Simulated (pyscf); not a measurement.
## H₃C–CH•–CH₃, doublet

Gas-phase minimum from PySCF at ωB97X-D3(BJ)/def2-SVP, one conformer. Other isomers of H₃C–CH•–CH₃ were not searched in full and may lie lower. 

SMILES: C[CH]C
```xyz
10

C     -0.3632     1.5313    -0.6500
C     -0.0706     0.1275    -0.2366
C     -0.4789    -1.0239    -1.0939
H      0.1883     2.2656    -0.0424
H     -1.4424     1.7740    -0.5502
H     -0.1078     1.7014    -1.7115
H      0.2351    -0.0657     0.7977
H     -0.0201    -1.9690    -0.7646
H     -1.5789    -1.1762    -1.0828
H     -0.2038    -0.8577    -2.1513
```
Charge 0, spin multiplicity 2.

Bond lengths (Å): C1–C2 1.492, C1–H4 1.101, C1–H5 1.111, C1–H6 1.105, C2–C3 1.492, C2–H7 1.096, C3–H8 1.101, C3–H9 1.111, C3–H10 1.105. Angles (°): C2–C1–H4 112.1, C2–C1–H5 111.8, C2–C1–H6 111.4, H4–C1–H5 106.9, H4–C1–H6 108.2, H5–C1–H6 106.1, C1–C2–C3 120.9, C1–C2–H7 118.8, C3–C2–H7 118.9, C2–C3–H8 112.1, C2–C3–H9 111.8, C2–C3–H10 111.4, H8–C3–H9 107.0, H8–C3–H10 108.1 (the first ones only).

Properties at ωB97X-D3(BJ)/def2-SVP:

```
Item                                                                                                                                                                                                                                                         Result
---------------------------------------------------------------------------------------------------------------------  --------------------------------------------------------------------------------------------------------------------------------------------
Harmonic wavenumbers, unscaled                                                                                         103, 118, 357, 400, 907, 933, 936, 1023, 1164, 1177, 1354, 1403, 1425, 1454, 1462, 1464, 1472, 2997, 3001, 3083, 3084, 3151, 3152, 3203 cm⁻¹
Zero-point energy                                                                                                                                                                                                                                     55.5 kcal/mol
Rotational symmetry number                                                                                                                                                                                                                                        1
Entropy of this conformer at 298 K and 1 atm, rigid rotor and harmonic oscillator, modes under 100 cm⁻¹ raised to 100                                                                                                                               294.4 J/(mol K)
Dipole moment                                                                                                                                                                                                                                                0.25 D
Spin expectation value S2                                                                                                                                                                                                                                     0.754
```

Single-point totals, which compare only within one level (frozen core for MP2 and CC):

| level | total energy (hartree) |
|---|---|
| ωB97X-D3(BJ)/def2-TZVP | -118.58669 |
| PBE/def2-TZVP | -118.34134 |
| r²SCAN/def2-TZVP | -118.44102 |
| B3LYP-D3(BJ)/def2-TZVP | -118.53527 |
| PBE0-D3(BJ)/def2-TZVP | -118.37056 |
| M06-2X/def2-TZVP | -118.44602 |
| ωB97M-D3(BJ)/def2-TZVP | -118.54114 |
| UHF/def2-TZVPP | -117.68123 |
| MP2/def2-TZVPP | -118.18460 |
| CCSD/def2-TZVPP | -118.22770 |
| CCSD(T)/def2-TZVPP | -118.24732 |

Soft torsions are taken as harmonic, which can shift the entropy by several J/(mol K). The CCSD(T) − MP2 part came from Ansatz, without density fitting, on the same reference.
